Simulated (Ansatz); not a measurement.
# AlN₂ (quartet): the correlation ladder, def2-TZVPP

One table from this session's results is given with a row withheld; the runs are named, their logs left out.

Program: Ansatz 0.2.0, Gaussian basis. Level of theory: def2-TZVPP, core rule «outside noble gas», up to 7 orbitals frozen. These are calculated values, not measurements.

Plan: UHF; ROHF; CCSD(T) on UHF.

**The system**

The geometry is a PBE0/def2-TZVP stationary point (not a proven minimum).

3 atoms, charge 0, spin multiplicity 4.

Atoms are counted from 1 here; the program's logs count them from 0.

Bond lengths: N1–Al2 1.795 Å, Al2–N3 1.795 Å. Angles: N1–Al2–N3 180.0°.

Set-up of the first run:

in.yaml reads:

```yaml
crystal:
  periodic: [false, false, false]
  atoms:
    - {symbol: N, position_ang: [0.000000, 0.000000, 1.795300]}
    - {symbol: Al, position_ang: [0.000000, 0.000000, 0.000000]}
    - {symbol: N, position_ang: [0.000000, 0.000000, -1.795300]}
basis:
  gaussian: {orbitals: def2-TZVPP}
magnetization: {spin_polarized: true, initial_magnetization: 3}
hamiltonian: {xc: hf}
output: {orbitals: {seedname: orbitals}}
```

Started as:

```
$ ansatz run in.yaml --threads 1 --pin off --events-out ev --progress --plain --max-ram 4096MiB --backend cpu
```

Steps of the session up to this table: UHF; ROHF; CCSD(T) on UHF.

One of the session's tables, all rows but one given; the rest of the session is left out.

It belongs to the step «Misses and costs». 

```
  method  from UCCSD(T) (meV)
    ROHF             +11621.2
     UHF             +10846.1
    UMP2              +2042.4
   UCCSD                    ?
UCCSD(T)                    0
```

Q: Estimate the row for UCCSD from the others.

As computed: from UCCSD(T) (meV): +558.6. In the column «from UCCSD(T) (meV)» it lies between UCCSD(T) (0) and UMP2 (+2042.4).

With the free atoms at the same levels and basis (separate runs), the atomisation energy is 3.810 eV at UCCSD(T), 0.063 eV at ROHF.

To keep in mind: The determinant is far from a pure spin state, so its energy mixes those of several spin states (harmless only where they are near-degenerate, as at dissociation). Warnings: spin contamination; coupled cluster took another determinant than the lowest.
